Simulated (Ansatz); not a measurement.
CaB6-type LaB6 was calculated with PBE (PAW; Ansatz, a quantum-chemistry and plane-wave program).

Numerical settings: plane-wave cutoff 520 eV, 14×14×14 k mesh, Fermi–Dirac smearing 0.05 eV, scalar-relativistic PAW data made under PBE.

Equation-of-state points:

```
V (Å³/atom)  E − E_lowest (meV/atom)
-----------  -----------------------
9.836                           9.48
10.041                          2.30
10.246                          0.00
10.451                          2.15
10.655                          8.35
```

Problem. What bulk modulus B0 and pressure derivative B′ does a third-order Birch–Murnaghan fit give?

Solution. V0 = 10.246 Å³/atom, B0 = 174 GPa, B′ = 3.7 (fit to the energies at full precision).

Shape and atoms are relaxed at each volume.

Measured, for comparison: bulk modulus 164 ± 2 GPa (room temperature, not corrected to a static lattice, isothermal; as tabulated in LaB6 under pressure, Phys. Rev. B 80, 172104 (doi 10.1103/PhysRevB.80.172104)); equilibrium volume per atom 10.26 Å³/atom (296 K, not corrected to a static lattice; as tabulated in Tsubota and Kitagawa (2017), doi:10.1038/s41598-017-15766-y). Computed (rounded) less measured: bulk modulus +6 %, equilibrium volume per atom -0.1 %. A static lattice is as a rule a little smaller and stiffer than an uncorrected measurement, which narrows the difference in the bulk modulus and would widen misses of the other sign.

Note: the bulk modulus comes from volumes at which shape and atoms were relaxed.

Spin–orbit coupling is not included.

Static lattice: no zero-point or thermal effects.

Cost on a shared machine: roughly 4 core-minutes.
